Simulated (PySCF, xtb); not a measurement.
acetonitrile (C2H3N), SMILES N#CC.

The structure is a stationary point at ωB97X-D3(BJ)/def2-TZVP.

The numbers are results of C-PCM-M06-2X/def2-SVP run with PySCF, not measurements.

The values are the electrostatic part of the solvation free energy, E(continuum) − E(gas) at the gas-phase geometry, in a cavity of scaled van der Waals radii (PySCF's table); cavitation and dispersion terms are not included. In vacuum the orbital gap is 13.11 eV. The dipole moment in vacuum is 3.78 D.

```json
[
 {"solvent": "water", "ε": "78.36", "ΔG(elec) (kcal/mol)": "-6.2", "dipole (D)": "4.75", "gap (eV)": "13.26"},
 {"solvent": "1-octanol", "ε": "9.86", "ΔG(elec) (kcal/mol)": "(withheld)", "dipole (D)": "(withheld)", "gap (eV)": "(withheld)"},
 {"solvent": "ethylethanoate", "ε": "5.99", "ΔG(elec) (kcal/mol)": "-5.0", "dipole (D)": "4.56", "gap (eV)": "13.24"}
]
```

Problem. What belongs in the gaps? (The exact figures need the calculation; the answer reports its results.)

Solution. 
- 1-octanol, ΔG(elec) (kcal/mol): -5.5
- 1-octanol, dipole (D): 4.64
- 1-octanol, gap (eV): 13.25

For comparison, GFN2-xTB/ALPB(water) (xtb, at the GFN2-xTB geometry, all terms of that model) gives -6.3 kcal/mol.
